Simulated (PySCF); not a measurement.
# The bond of SiCl, level by level

The task here is to estimate one member of a computed series from the others.

Computed with PySCF 2.14.0. Level: Si pcseg-1, Cl pcseg-1, no relativity.

The first run:

A driver script around PySCF takes these settings:

- atoms: Si, Cl
- charge: 0
- basis: Si pcseg-1, Cl pcseg-1
- Hamiltonian: no relativity
- basis functions: 36
- electrons treated: 31
- masses in u: 27.9769, 34.9689
- levels: PBE0, PBE, r²SCAN, TPSSh, M06-L, TPSS, HF, MP2, SCS-MP2, CCSD, CCSD(T)
- grid: 80 radial by 434 angular points
- occupations: held fixed by the projection of orbital angular momentum
- dissociation limit: Si + Cl, each in its ground configuration
- starting distance in angstrom: 2.085
- values of 2S to try: 1, 3

Started as:

```console
$ OMP_NUM_THREADS=1 python dia.py task.json out
```

Among the steps run: Set-up; The PBE0 curve of the state that the search chose; Higher solutions at PBE0; PBE (GGA); r²SCAN; TPSSh (hybrid meta-GGA); M06-L; TPSS; UHF; Correlated methods on the Hartree–Fock reference.

One of the session's tables, all rows but one given; the rest of the session is left out.

It belongs to the step «Constants by level of theory». 

```
      level  Re (Å)  ωe (cm⁻¹)  De (eV)
        UHF   2.098        518     2.85
    UHF-MP2   2.090        526     3.92
UHF-SCS-MP2   2.096        519     3.81
   UHF-CCSD   2.096        521     3.72
UHF-CCSD(T)   2.098        518     3.81
        PBE   2.111        499     4.40
       TPSS   2.108        500     4.29
     r²SCAN   2.095        513     4.31
      M06-L   2.089        518     4.44
      TPSSh   2.100        509     4.23
       PBE0       ?          ?        ?
```

Q: Estimate the row for PBE0 from the others.

The run gave: Re (Å): 2.090; ωe (cm⁻¹): 520; De (eV): 4.24.
